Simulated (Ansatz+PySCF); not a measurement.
## Stretching doublet NO

The N–O distance is varied.

Basis set: STO-3G (spherical functions). Left uncorrelated: 2 orbitals. Charge 0, multiplicity 2.

Computed with Ansatz (development build ahead of 0.2.0), each point on the determinant that the search for low states chose. Each curve is measured from its own lowest point listed.

| r(N–O) (Å) | UHF-MP2 (eV) | UHF-CCSD(T) (eV) | full CI (lowest root of this spin) (eV) |
| --- | --- | --- | --- |
| 1.028 | 2.299 | 3.643 | 3.662 |
| 1.085 | 0.417 | 1.748 | 1.757 |
| 1.200 | 0.000 | 0.144 | 0.139 |
| 1.257 | 0.154 | 0.000 | 0.000 |
| 1.314 | 0.340 | 0.120 | 0.122 |
| 1.371 | 0.571 | 0.417 | 0.414 |
| 1.485 | 1.203 | 1.298 | 1.258 |
| 1.542 | 1.593 | 1.786 | 1.721 |
| 1.599 | 1.952 | 2.250 | 2.167 |
| 1.714 | 2.390 | 3.000 | 2.928 |
| 1.771 | 2.492 | 3.277 | 3.223 |
| 1.828 | 2.548 | 3.497 | 3.460 |
| 1.885 | 2.573 | 3.669 | 3.646 |
| 1.999 | 2.580 | 3.897 | 3.895 |
| 2.056 | 2.575 | 3.969 | 3.975 |
| 2.113 | 2.568 | 4.023 | 4.035 |
| 2.171 | 2.561 | 4.062 | 4.080 |
| 2.285 | 2.551 | 4.116 | 4.142 |
| 2.342 | 2.549 | 4.134 | 4.163 |
| 2.399 | 2.547 | 4.149 | 4.181 |
| 2.513 | 2.547 | 4.171 | 4.207 |
| 2.570 | 2.548 | 4.179 | 4.216 |
| 2.627 | 2.550 | 4.186 | 4.224 |
| 2.685 | 2.551 | 4.192 | 4.231 |
| 2.799 | 2.554 | 4.201 | 4.241 |
| 2.856 | 2.555 | 4.204 | 4.244 |

Problem. Give the PBE0 (unrestricted) curve at the same distances.

Solution. (r (Å), E (eV)): (1.028, 3.237), (1.085, 1.421), (1.200, 0.012), (1.257, 0.000), (1.314, 0.267), (1.371, 0.707), (1.485, 1.667), (1.542, 2.129), (1.599, 2.577), (1.714, 3.412), (1.771, 3.781), (1.828, 4.103), (1.885, 4.374), (1.999, 4.779), (2.056, 4.925), (2.113, 5.044), (2.171, 5.140), (2.285, 5.281), (2.342, 5.334), (2.399, 5.377), (2.513, 5.442), (2.570, 5.466), (2.627, 5.485), (2.685, 5.501), (2.799, 5.525), (2.856, 5.533)

Caution for UHF-MP2 at some points, UHF-CCSD(T) at some points: the determinant may break the point group; another reference gives a lower total; large amplitudes, a single reference is doubtful; a plain start can end on a higher determinant. Caution for UHF-MP2 at some points, UHF-CCSD(T) at some points, PBE0 (unrestricted) at some points: the unrestricted determinant is a mixture of spin states. Caution for UHF-MP2 at some points: forces differ strongly between restricted and unrestricted references. Caution for UHF-CCSD(T) at some points: the program doubts this total. Caution for PBE0 (unrestricted) at some points: charge can spread falsely over distant fragments.
